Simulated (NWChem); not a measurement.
[B2NH6]− (SMILES BN[BH3-]): name the method

The species is [B2NH6]− (9 atoms), meant as a singlet with charge -1. As SMILES, `BN[BH3-]`. Geometry: relaxed at GFN2-xTB.

```xyz
9

B    -1.0960    0.6604   -0.7374
N     0.1025    0.4687   -0.1243
B     0.7385   -0.7443    0.6096
H    -1.3646    1.7167   -1.2509
H    -1.9114   -0.1992   -0.7829
H     0.7568    1.2409   -0.1265
H     1.7562   -1.0814    0.0026
H    -0.0408   -1.6713    0.6660
H     1.0588   -0.3906    1.7438
```

Orbital energies are those of the mean-field step.

A calculation with NWChem 7.3.0 gave:

| Item | Value |
| --- | --- |
| total energy | -105.9253 Eh |
| HOMO energy | -1.67 eV |
| LUMO energy | 15.37 eV |
| HOMO–LUMO gap | 17.05 eV |
| largest force | 1.906 eV/Å |

**Question.** Which of these levels gave the numbers?
A. HF/STO-3G
B. MP2/def2-SVP
C. PBE/def2-SVP
D. B3LYP/6-31G* (spherical functions)

**Answer.** A. The others give -107.6507 Eh (MP2/def2-SVP), -108.1285 Eh (B3LYP/6-31G* (spherical functions)), -107.8725 Eh (PBE/def2-SVP).
